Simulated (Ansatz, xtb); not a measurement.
**Ranking isomers of C3H4ClFO**

3 gas-phase structures of C3H4ClFO, from a drawn sample of its isomers (lower ones may exist). Each was relaxed with GFN2-xTB:

A. `FC1(Cl)COC1`, a singlet
B. `F[C@@H]1OC[C@@H]1Cl`, a singlet
C. `F[C@@H]1OC[C@H]1Cl`, a singlet

**Question.** Which do you expect lowest at r2SCAN-D4/def2-SVP, and how would the others follow?

**Answer.** Calculated order at r2SCAN-D4/def2-SVP: C (0.0), B (1.9), A (28.6) kJ/mol. Less than 1 kcal/mol parts C and B, so the order within that pair means little.

Energies above the lowest of each column, in kJ/mol; the last columns are at PBE-D3(BJ)/def2-SVP geometries:

```json
{"structure": "C", "GFN2-xTB": "0.0", "HF/STO-3G": "0.0", "r2SCAN-D4/def2-SVP": "0.0", "PBE-D3(BJ)/def2-SVP": "0.0", "CCSD(T)/def2-SVP + ΔMP2/def2-TZVPP": "0.0"}
{"structure": "B", "GFN2-xTB": "9.8", "HF/STO-3G": "2.8", "r2SCAN-D4/def2-SVP": "1.9", "PBE-D3(BJ)/def2-SVP": "3.2", "CCSD(T)/def2-SVP + ΔMP2/def2-TZVPP": "3.0"}
{"structure": "A", "GFN2-xTB": "16.3", "HF/STO-3G": "7.3", "r2SCAN-D4/def2-SVP": "28.6", "PBE-D3(BJ)/def2-SVP": "28.6", "CCSD(T)/def2-SVP + ΔMP2/def2-TZVPP": "31.2"}
```

Every level run on C puts it lowest or level with the lowest. ΔMP2 is the change of the MP2 energy from the smaller to the larger basis.

Programs: Ansatz 0.2.0, xtb 6.7.1.
